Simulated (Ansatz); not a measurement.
The input, for Ansatz 0.2.0:

```yaml
crystal:
  periodic: [false, false, false]
  atoms:
    - {symbol: Li, position_ang: [0.000000, 0.000000, 2.097433]}
    - {symbol: Mg, position_ang: [0.000000, 0.000000, -0.175567]}
    - {symbol: H, position_ang: [0.000000, 0.000000, -1.921867]}
basis:
  gaussian: {orbitals: cc-pVTZ}
magnetization: {spin_polarized: true, initial_magnetization: 0}
correlation: {method: ccsdt_q, electrons: outside_noble_gas}
```

```sh
$ ansatz run in.yaml --threads 1 --pin off --events-out ev --progress --plain --max-ram 2393MiB
```

Output:

```
874 factors; integrals over basis functions are off by at most 2.1e-7 eV
mean field evaluation 1: about -5648.3155 eV, gradient 5.6e0 eV
mean field evaluation 2: about -5648.3279 eV, gradient 5.6e0 eV
mean field evaluation 4: about -5648.8773 eV, gradient 3.7e-1 eV
mean field evaluation 8: about -5648.8803 eV, gradient 3.1e-4 eV
mean field evaluation 16: about -5648.9091 eV, gradient 3.1e-1 eV
mean field evaluation 32: about -5648.8633 eV, gradient 4.1e-2 eV
mean field evaluation 64: about -5648.9006 eV, gradient 6.0e-1 eV
mean field evaluation 96: about -5646.9067 eV, gradient 3.3e-1 eV
mean field evaluation 128: about -5646.7709 eV, gradient 5.1e-4 eV
mean field evaluation 160: about -5648.9168 eV, gradient 8.8e-2 eV
...
mean field -5648.91802278 eV, -207.5939083629 hartree, gradient 5.1e-6 eV, S^2 0.286458; 10 other end points of the search recorded, 0 dependent functions left out
determinant -5648.91802278 eV, -207.5939083629 hartree, with singles and doubles -5651.00724802 eV, -207.6706859746 hartree
determinant -5646.91825606 eV, -207.5204182914 hartree, with singles and doubles -5649.03453108 eV, -207.5981899640 hartree
determinant -5646.77089062 eV, -207.5150027114 hartree, with singles and doubles -5648.31393437 eV, -207.5717085233 hartree
determinant -5648.88033544 eV, -207.5925233787 hartree, with singles and doubles -5651.02759853 eV, -207.6714338419 hartree
determinant -5648.91802278 eV, -207.5939083629 hartree, with singles and doubles -5650.93690712 eV, -207.6681009941 hartree
determinant -5648.88033544 eV, -207.5925233787 hartree, with singles and doubles -5650.93913163 eV, -207.6681827432 hartree
6 core orbitals not correlated: weight in the atoms' cores, before any rotation towards them, 1.000 or more for the frozen orbitals, at most 0.000 for the correlated occupied ones
reference -5648.88033544 eV, -207.5925233787 hartree; 2, 2 occupied and 70, 70 virtual orbitals, 874 factors
second order -1.51384132 eV of doubles, -0.00000000 eV of singles
...
cycle   7  -2.09301059 eV  change    2.6e-4 eV  update   3.5e-4
cycle   8  -2.09308161 eV  change   -7.1e-5 eV  update   1.5e-4
cycle   9  -2.09313987 eV  change   -5.8e-5 eV  update   6.3e-5
cycle  10  -2.09312028 eV  change    2.0e-5 eV  update   2.7e-5
cycle  11  -2.09311188 eV  change    8.4e-6 eV  update   1.2e-5
cycle  12  -2.09311038 eV  change    1.5e-6 eV  update   4.8e-6
cycle  13  -2.09311058 eV  change   -2.0e-7 eV  update   2.2e-6
cycle  14  -2.09311221 eV  change   -1.6e-6 eV  update   9.4e-7
cycle  15  -2.09311269 eV  change   -4.8e-7 eV  update   3.8e-7
cycle  16  -2.09311282 eV  change   -1.3e-7 eV  update   1.9e-7
perturbative correction -0.00106736 eV, -0.0000392248 hartree
Total energy: -5650.97451562 eV, -207.6694830810 hartree
```

The determinant lies 0.04 eV above the lowest one of its kind in the log.

Ran on 1 thread of Arm Neoverse V2, shared host: 35 s wall, 0.62 GiB peak host memory.
